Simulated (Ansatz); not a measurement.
Geometry optimisation, UKS B3LYP-D4/6-31G* in Ansatz 0.2.0.

Input file:

```yaml
crystal:
  periodic: [false, false, false]
  atoms:
    - { symbol: C, position_ang: [-0.6027, -0.0059, -0.6023] }
    - { symbol: Al, position_ang: [-0.1189, 0.8584, 1.1071] }
    - { symbol: Al, position_ang: [0.9972, -0.9375, -0.2462] }
    - { symbol: H, position_ang: [-1.4939, -0.5726, -0.5649] }
    - { symbol: H, position_ang: [-0.5962, 0.7151, -1.5042] }
    - { symbol: H, position_ang: [-0.3122, 1.8882, 2.327] }
    - { symbol: H, position_ang: [2.1879, -2.0136, -0.5623] }
magnetization:
  spin_polarized: true
basis:
  gaussian: { orbitals: "6-31G*" }
hamiltonian:
  xc: b3lyp
  dispersion: d4
relax:
  f_tol: 0.02
  max_steps: 40
```

Command:

```bash
$ ansatz run input.yaml --threads 1 --pin off --max-ram 2048MiB --backend cpu --events-out ev --progress --plain --runs-dir out
```

Where does it end, and by what steps?

It converged. After 19 steps the energy has fallen by 0.624 eV; H5 moved furthest, 0.35 Å.

```
step  energy less start (eV)  largest force component (eV/Å)  accepted
   0                  0.0000                           2.404       yes
   1                 -0.4769                           1.124       yes
   2                 -0.5492                           0.386       yes
   3                 -0.5519                           0.320       yes
   4                 -0.5604                           0.077       yes
   5                 -0.5612                           0.045       yes
   6                 -0.5619                           0.041       yes
   7                 -0.5643                           0.302       yes
   8                 -0.5680                           0.092       yes
   9                 -0.5747                           0.110       yes
  10                 -0.5728                           0.535        no
  11                 -0.6038                           0.175       yes
  12                 -0.6121                           0.263       yes
  13                 -0.6162                           0.180       yes
  14                 -0.6085                           0.304        no
  15                 -0.6195                           0.088       yes
  16                 -0.6223                           0.086       yes
  17                 -0.6233                           0.074       yes
  18                 -0.6238                           0.036       yes
  19                 -0.6241                           0.015       yes
```

```xyz
7
Properties=species:S:1:pos:R:3
C -0.652 -0.102 -0.436
Al 0.070 0.957 1.066
Al 1.186 -0.807 -0.236
H -1.627 -0.533 -0.678
H -0.378 0.631 -1.240
H -0.530 1.871 2.232
H 1.992 -2.086 -0.754
```

Whether the end is a true minimum wasn't checked by a vibrational analysis.

The run took 39 s on 1 thread of Intel(R) Xeon(R) 6975P-C (Granite Rapids), with other jobs on the host, peak memory 0.17 GiB.
